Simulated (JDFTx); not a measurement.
An input for JDFTx (a modified build) (phenol, C6H6O (SMILES Oc1ccccc1), charge 0, multiplicity 1, linear PCM (GLSSA13), carbon disulfide, no salt; bohr, hartree) and the course of its log:

```
lattice \
  25.0388711513 0.0000000000 0.0000000000 \
  0.0000000000 23.1491450267 0.0000000000 \
  0.0000000000 0.0000000000 14.6453774658
coords-type Cartesian
ion O -4.2850785617 1.2267604202 -0.0003705477 0
ion C -1.7951822775 0.5797689830 -0.0002746578 0
ion C -1.0056136420 -1.9244382635 -0.0001609968 0
ion C 1.5470665952 -2.4899681855 -0.0001354333 0
ion C 3.3237543708 -0.5721180829 -0.0001820561 0
ion C 2.5343641795 1.9246745430 -0.0002606936 0
ion C -0.0088712501 2.5094271274 -0.0003226848 0
ion H -5.3137374805 -0.2785383654 0.0003705477 0
ion H -2.3945312663 -3.4267384502 -0.0003447336 0
ion H 2.1438131417 -4.4418576563 -0.0001838967 0
ion H 5.3137374805 -1.0196012688 -0.0000776995 0
ion H 3.9116576846 3.4304567174 0.0001197344 0
ion H -0.6559605180 4.4418576563 -0.0002711276 0
ion-species pseudo/o_pbe_v1.2.upf
ion-species pseudo/c_pbe_v1.2.upf
ion-species pseudo/h_pbe_v1.4.upf
elec-cutoff 20 100
elec-ex-corr gga-PBE
symmetries none
elec-n-bands 18
electronic-minimize nIterations 150 energyDiffThreshold 1e-7
fluid LinearPCM
pcm-variant GLSSA13
fluid-solvent CarbonDisulfide
fluid-minimize nIterations 400 knormThreshold 1e-11
dump-name s5.$VAR
dump End State Ecomponents EigStats BandEigs Forces ElecDensity IonicPositions FluidDebug
```

```
[one cycle in 7 is shown, and the last three; fluid-solver lines are left out]
ElecMinimize: Iter:   0  Etot: -53.862310949016901  |grad|_K:  4.434e-05  alpha:  1.000e+00
ElecMinimize: Iter:   7  Etot: -53.863643555858573  |grad|_K:  2.730e-05  alpha:  9.419e-02  linmin: -8.473e-05
ElecMinimize: Iter:  14  Etot: -53.863881167677363  |grad|_K:  2.946e-05  alpha:  3.754e-02  linmin:  1.688e-03
ElecMinimize: Iter:  21  Etot: -53.863994008041345  |grad|_K:  2.522e-05  alpha:  3.164e-02  linmin:  5.716e-04
ElecMinimize: Iter:  28  Etot: -53.864066101079089  |grad|_K:  2.146e-05  alpha:  2.859e-02  linmin:  3.653e-04
ElecMinimize: Iter:  35  Etot: -53.864116311629047  |grad|_K:  1.796e-05  alpha:  2.557e-02  linmin:  3.886e-04
ElecMinimize: Iter:  42  Etot: -53.864151039933333  |grad|_K:  1.549e-05  alpha:  2.461e-02  linmin:  3.482e-05
ElecMinimize: Iter:  49  Etot: -53.864174267575784  |grad|_K:  1.311e-05  alpha:  2.546e-02  linmin: -8.186e-05
ElecMinimize: Iter:  56  Etot: -53.864191997588946  |grad|_K:  1.140e-05  alpha:  2.421e-02  linmin:  6.457e-05
ElecMinimize: Iter:  63  Etot: -53.864204995442037  |grad|_K:  1.104e-05  alpha:  1.977e-02  linmin:  1.806e-04
ElecMinimize: Iter:  70  Etot: -53.864214898428543  |grad|_K:  9.625e-06  alpha:  1.944e-02  linmin: -1.786e-04
ElecMinimize: Iter:  77  Etot: -53.864222597832011  |grad|_K:  8.702e-06  alpha:  1.967e-02  linmin:  1.008e-04
ElecMinimize: Iter:  84  Etot: -53.864228604555962  |grad|_K:  7.776e-06  alpha:  1.885e-02  linmin: -7.838e-05
ElecMinimize: Iter:  91  Etot: -53.864233478880649  |grad|_K:  7.056e-06  alpha:  1.873e-02  linmin:  1.149e-04
ElecMinimize: Iter:  98  Etot: -53.864237491599603  |grad|_K:  6.741e-06  alpha:  1.864e-02  linmin:  7.331e-05
ElecMinimize: Iter: 105  Etot: -53.864241247701706  |grad|_K:  6.758e-06  alpha:  1.828e-02  linmin:  9.801e-05
ElecMinimize: Iter: 112  Etot: -53.864245243448273  |grad|_K:  7.559e-06  alpha:  1.763e-02  linmin:  6.215e-05
ElecMinimize: Iter: 119  Etot: -53.864249891208267  |grad|_K:  8.030e-06  alpha:  1.623e-02  linmin:  3.572e-05
ElecMinimize: Iter: 126  Etot: -53.864255624177780  |grad|_K:  9.688e-06  alpha:  1.522e-02  linmin:  1.243e-04
ElecMinimize: Iter: 133  Etot: -53.864262955023015  |grad|_K:  1.150e-05  alpha:  1.378e-02  linmin:  1.414e-04
ElecMinimize: Iter: 140  Etot: -53.864270724394771  |grad|_K:  1.254e-05  alpha:  1.068e-02  linmin:  1.916e-04
ElecMinimize: Iter: 147  Etot: -53.864277468070888  |grad|_K:  1.139e-05  alpha:  1.000e-02  linmin: -8.301e-05
ElecMinimize: Iter: 148  Etot: -53.864278328983403  |grad|_K:  1.120e-05  alpha:  1.015e-02  linmin: -1.021e-04
ElecMinimize: Iter: 149  Etot: -53.864279175564000  |grad|_K:  1.102e-05  alpha:  1.032e-02  linmin: -1.081e-04
ElecMinimize: Iter: 150  Etot: -53.864280008434761  |grad|_K:  1.085e-05  alpha:  1.048e-02  linmin: -1.043e-04
ElecMinimize: None of the convergence criteria satisfied after 150 iterations.
IonicMinimize: Iter:   0  Etot: -53.864280008434761  |grad|_K:  0.000e+00
IonicMinimize: Converged (|grad|_K<1.000000e-04).
```

This run gave no converged result. The loop ran out of cycles short of its threshold. It has stalled and not diverged: the last ten energies span 8e-06 Ha, so the total is near its end, but levels, forces and the chemical potential aren't shown converged.
